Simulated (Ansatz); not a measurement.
**Two structures, one formula**

The two ends of one reaction step of CH$_{3}$ClF (charge -1), singlet (PBE0-D4/def2-TZVPD).

A:

```xyz
6
angstrom
Cl -2.1682 -0.7794 1.4692
C 0.3812 0.1370 -0.2583
F 1.4983 0.5385 -1.0154
H -0.0744 -0.7339 -0.7246
H -0.3391 0.9514 -0.2214
H 0.7023 -0.1137 0.7504
```

B:

Cl1  (-1.681, -0.603, 1.140)
C2  (-0.211, -0.076, 0.142)
F3  (1.747, 0.629, -1.183)
H4  (-0.124, -0.754, -0.694)
H5  (-0.388, 0.937, -0.190)
H6  (0.657, -0.132, 0.784)
(Å)

Program: Ansatz 0.2.0. Basis: def2-TZVPPD. Cores are frozen in the correlated methods. B3LYP uses VWN-RPA correlation.

Which structure is lower at CCSD(T), and by how much? (To be estimated.)

By the calculation: A, by 108.9 kJ/mol (electronic energy, against the other). By their contacts, A is a complex of CH₃F ([CH3][F]) + Cl, total charge -1 and B is a complex of CH₃Cl ([CH3][Cl]) + F, total charge -1.

All methods give the same order:

```
      method  E(B) − E(A) (kJ/mol)
       SPW92                  90.4
      PBE-D4                  87.6
     BLYP-D4                  88.2
   r2SCAN-D4                 103.3
      B97M-V                 111.8
     PBE0-D4                 107.9
    B3LYP-D4                 105.0
  r2SCAN0-D4                 116.4
    BHLYP-D4                 124.2
CAM-B3LYP-D4                 110.5
     wB97X-V                 110.8
     wB97M-V                 110.8
      B2PLYP                 105.0
    PBE-QIDH                 113.1
  RPA on PBE                 106.1
          HF                 155.7
         MP2                 102.1
        CCSD                 117.0
     CCSD(T)                 108.9
```

T1 diagnostic: at most 0.016.

Labels in which every atom is bracketed show which atoms are joined, not bond orders.

For scale, one of the runs: CCSD(T)/def2-TZVPPD, 179 basis functions, launched by `ansatz run in.yaml --threads 2 --pin off --events-out ev --progress --plain --max-ram 4352MiB`. Time: 38 s of wall clock on 2 CPU threads of an Arm Neoverse V2; the host was shared. Peak host memory: 1.7 GiB.
